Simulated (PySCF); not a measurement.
dichloromethane (CH2Cl2), SMILES ClCCl. Atoms are numbered in the order given.

```xyz
5

Cl    -1.4688     0.0000     0.2146
C      0.0000     0.0000    -0.7593
Cl     1.4688     0.0000     0.2146
H      0.0000     0.8970    -1.3708
H      0.0000    -0.8970    -1.3708
```
Charge 0, spin multiplicity 1.

Geometry: PBE0-D3(BJ)/def2-TZVP.

Level of theory: TDDFT-B3LYP/def2-SVPD (PySCF).

Vertical excitations. Gas-phase values at a fixed geometry. State labels are in the subgroup C2v.

| state | symmetry | energy (eV) | λ (nm) | f | main pairs |
|---|---|---|---|---|---|
| S1 | B2 | 6.75 | 184 | 0.001 | HOMO→LUMO 98 % |
| S2 | B1 | 7.06 | 176 | 0.024 | HOMO−1→LUMO 95 % |
| S3 | A2 | 7.35 | 169 | 0.000 | HOMO−2→LUMO 90 % |
| S4 | A1 | 7.53 | 165 | 0.004 | HOMO−3→LUMO 94 % |
| S5 | A2 | 7.73 | 160 | 0.000 | HOMO→LUMO+1 90 % |
| S6 | A1 | 7.92 | 156 | 0.005 | HOMO−1→LUMO+1 93 % |
| S7 | B2 | 7.97 | 156 | 0.023 | HOMO→LUMO+2 96 % |
| S8 | B1 | 8.18 | 152 | 0.058 | HOMO−1→LUMO+2 90 % |
| S9 | B2 | 8.40 | 148 | 0.007 | HOMO−2→LUMO+1 96 % |
| S10 | A2 | 8.64 | 144 | 0.000 | HOMO−2→LUMO+2 97 % |
| T1 | B2 | 6.23 | 199 | 0 | HOMO→LUMO 92 % |
| T2 | B1 | 6.33 | 196 | 0 | HOMO−1→LUMO 92 % |
| T3 | A2 | 6.68 | 186 | 0 | HOMO−2→LUMO 67 %, HOMO→LUMO+1 27 % |
| T4 | A1 | 6.82 | 182 | 0 | HOMO−3→LUMO 78 %, HOMO−1→LUMO+1 16 % |
Triplets are in the Tamm–Dancoff approximation, which puts them higher than full response would, so one can lie above its singlet here.
